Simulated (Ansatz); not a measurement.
Geometry optimisation, Ansatz 0.2.0, RKS B3LYP/cc-pVDZ.

Input file:

```yaml
crystal:
  periodic: [false, false, false]
  atoms:
    - { symbol: C, position_ang: [-0.21785, 0.81952, -0.77316] }
    - { symbol: "N", position_ang: [0.46128, -0.39258, -0.64587] }
    - { symbol: C, position_ang: [0.30885, -0.89677, 0.64557] }
    - { symbol: H, position_ang: [-1.34809, 0.77248, -0.57753] }
    - { symbol: H, position_ang: [-0.09791, 1.2175, -1.79147] }
    - { symbol: H, position_ang: [0.1259, 1.6521, -0.05993] }
    - { symbol: H, position_ang: [-0.7744, -1.10575, 0.96712] }
    - { symbol: H, position_ang: [0.84795, -1.84998, 0.74797] }
    - { symbol: H, position_ang: [0.69427, -0.21651, 1.48731] }
total_charge: -1
basis:
  gaussian: { orbitals: cc-pVDZ }
hamiltonian:
  xc: b3lyp
relax:
  f_tol: 0.02
  max_steps: 40
scf:
  lower_state_search: "off"
```

Command:

```bash
$ ansatz run input.yaml --threads 1 --pin off --max-ram 2048MiB --backend cpu --events-out ev --progress --plain --runs-dir out
```

Problem. Where does it end, and by what steps?

Solution. The forces met the threshold. Limits of this set-up: an anion without diffuse functions, the dipole of an ion depends on the origin. After 2 steps the energy has fallen by 0.031 eV; H5 moved furthest, 0.04 Å.

```
step  energy less start (eV)  largest force component (eV/Å)  accepted
   0                  0.0000                           0.435       yes
   1                 -0.0289                           0.161       yes
   2                 -0.0314                           0.018       yes
```

```xyz
9
Properties=species:S:1:pos:R:3
C -0.210 0.810 -0.779
N 0.480 -0.406 -0.669
C 0.315 -0.899 0.634
H -1.348 0.778 -0.578
H -0.116 1.255 -1.799
H 0.116 1.655 -0.060
H -0.772 -1.101 0.975
H 0.844 -1.870 0.785
H 0.693 -0.222 1.492
```

Time of the run: 4.9 s on 1 CPU thread of a shared host.
